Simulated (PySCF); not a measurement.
Isomers of C4H4. Level of theory: PBE0-D3(BJ)/def2-SVP geometry optimisation, gas phase (PySCF). Energies are electronic, without zero-point or thermal terms, for one conformer each. No frequencies were run at this level. Point groups hold within 0.08 Å.

Question: Rank from lowest to highest electronic energy at this level (kcal/mol).
A. methylenecyclopropene, `C=C1C=C1`
B. cyclobutadiene, `C1=CC=C1`

Answer: A (0.0), B (16.8).

As drawn, the lower has a three-membered ring, which the higher lacks; the higher has a four-membered ring, which the lower lacks.

| SMILES | E (Eh) | E rel (kcal/mol) | dipole (D) | point group | A, B, C (MHz) |
| --- | --- | --- | --- | --- | --- |
| C=C1C=C1 | -154.40702 | 0.0 | 2.07 | C2v | 29203, 7166, 5754 |
| C1=CC=C1 | -154.38022 | 16.8 | 0.00 | D2h | 16965, 12885, 7323 |

Q: How do the relative energies change in single points at PBE0/pcSseg-1 (no added dispersion term) on the same geometries?

A: 
```
  SMILES  PBE0-D3(BJ)/def2-SVP (kcal/mol)  PBE0/pcSseg-1 (kcal/mol)  shift
C=C1C=C1                              0.0                       0.0    0.0
C1=CC=C1                             16.8                      16.5   -0.3
```

Each column counts from its own lowest isomer. The order is unchanged; the largest shift is 0.3 kcal/mol.
